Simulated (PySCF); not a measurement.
Mapped SMILES: `[CH3:1][C:2]([CH3:3])([CH3:4])[C:5]#[N:6]`. Hydrogens are named by the atom that carries them.

Theoretical values (PySCF 2.14): coordinates at the GFN2-xTB level, PBE0/pcSseg-1 with gauge-including orbitals. Relativity neglected, no solvent model, one conformer, fast rotation and ring inversion assumed for equivalent nuclei.

Referencing at the same level of theory: 13C and 1H against TMS; NH3 for 15N.

| atoms | nucleus | count | δ (ppm) |
| --- | --- | --- | --- |
| C5 | 13C | 1 | ? |
| C2 | 13C | 1 | ? |
| N6 | 15N | 1 | 293.6 |
| H(C1)/H(C3)/H(C4) | 1H | 9 | 1.36 |
| C1/C3/C4 | 13C | 3 | 30.7 |

**Question.** Fill in the missing shifts.

**Answer.** 
- C5: 130.4 ppm, nitrile carbon; C≡N carbons fall here, among the sp2 signals but without a proton
- C2: 26.2 ppm, quaternary sp3 carbon α to a nitrile; a saturated carbon with 4 carbon neighbours and no heteroatom attached

Shifts are as computed. Against solution values, carbons near 30 ppm lie about +3 ppm off and those near 130 ppm about +5 ppm. Of 1211 compounds with measured shifts, 218 miss one by over three times the rms of a fit or turn the order of signals round; such compounds aren't used in these exercises. Experimental scales use liquid or dissolved standards, which lie at an offset from isolated NH3 (liquid NH3: subtract about 20 ppm). Unscaled 15N shifts of sp2 nitrogen come out 20 to 40 ppm too high even then.
